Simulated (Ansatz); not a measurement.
**AsH₂⁻, quintet in aug-cc-pVDZ: errors against RCCSDTQ**

Geometry: that of the AsH2⁻, triplet, kept fixed. The singlet lies 5.8 eV lower here.

```xyz
3

As    0.0000    0.0191    0.0272
H     0.0000   -1.5033   -0.1111
H     0.0000    0.0833   -1.9075
```

Basis aug-cc-pVDZ; Ansatz 0.2.0. Only valence electrons are correlated (noble-gas cores and the filled d shells of p-block atoms frozen), which leaves 8 electrons in 40 orbitals. R marks a restricted (for open shells ROHF) determinant, U an unrestricted one. Active spaces: valence = (8e, 6o) chosen from the atoms' valence shells. No spin–orbit coupling is included, and no scalar relativity. This anion state lies near or above the neutral species, so the extra electron is weakly bound or unbound and the energies hang on the diffuse functions.

Full CI isn't at hand for all of this; RCCSDTQ serves as the reference, and is uncertain by about the last step of the cluster series. The frozen core follows each run's orbitals, which can shift R against U totals by a few meV for light atoms and by up to 0.1 eV past Ca.

For open shells CISD is restricted-active-space CI with the open shells as a complete middle space.

- UHF ⟨S²⟩: 6.014
- T1 diagnostic (RCCSD): 0.0343
- largest doubles amplitude (RCCSD): 0.051

```json
{"level": "RHF", "E − E(RCCSDTQ) (kJ/mol)": "326.7", "share of correlation (%)": "0.00", "wall time": "–"}
{"level": "RMP2", "E − E(RCCSDTQ) (kJ/mol)": "73.3", "share of correlation (%)": "77.56", "wall time": "–"}
{"level": "CISD", "E − E(RCCSDTQ) (kJ/mol)": "23.6", "share of correlation (%)": "92.78", "wall time": "8 s"}
{"level": "RCCSD", "E − E(RCCSDTQ) (kJ/mol)": "12.6", "share of correlation (%)": "96.13", "wall time": "–"}
{"level": "RCCSD(T)", "E − E(RCCSDTQ) (kJ/mol)": "3.0", "share of correlation (%)": "99.09", "wall time": "13 s"}
{"level": "BCCD(T)", "E − E(RCCSDTQ) (kJ/mol)": "2.9", "share of correlation (%)": "99.11", "wall time": "13 s"}
{"level": "RCCSDT", "E − E(RCCSDTQ) (kJ/mol)": "0.6", "share of correlation (%)": "99.82", "wall time": "–"}
{"level": "RCCSDT(Q)", "E − E(RCCSDTQ) (kJ/mol)": "0.1", "share of correlation (%)": "99.97", "wall time": "29 s"}
{"level": "CASSCF (valence space)", "E − E(RCCSDTQ) (kJ/mol)": "326.5", "share of correlation (%)": "0.04", "wall time": "–"}
{"level": "NEVPT2 (valence space)", "E − E(RCCSDTQ) (kJ/mol)": "100.5", "share of correlation (%)": "69.22", "wall time": "6 s"}
{"level": "MRCISD (valence space)", "E − E(RCCSDTQ) (kJ/mol)": "28.4", "share of correlation (%)": "91.32", "wall time": "–"}
{"level": "MRCISD+Q (valence space)", "E − E(RCCSDTQ) (kJ/mol)": "3.3", "share of correlation (%)": "98.99", "wall time": "6 s"}
{"level": "MRCISD+Q(relaxed) (valence space)", "E − E(RCCSDTQ) (kJ/mol)": "1.4", "share of correlation (%)": "99.57", "wall time": "6 s"}
```

The correlation energy at RCCSDTQ, counted from RHF, is -3.386 eV. That run took 45 s on 2 threads of AMD EPYC 7R13 with a shared H100 80 GB, shared host.

Run but not shown, since their state or frozen core can't be matched to the reference's or they repeat it: UHF, UMP2, UCCSD, UCCSD(T), UCCSDT, UCCSDT(Q).

Times hold each run's SCF and search for its determinant on a shared host, so for small cases they say little of a method's own cost; they ran on 1 thread of AMD EPYC 7R13.

Natural occupations of CASSCF (valence space) about the gap: 2.000 2.000 1.000 1.000 1.000 1.000; effectively unpaired electrons, Σ n²(2−n)², 4.00.
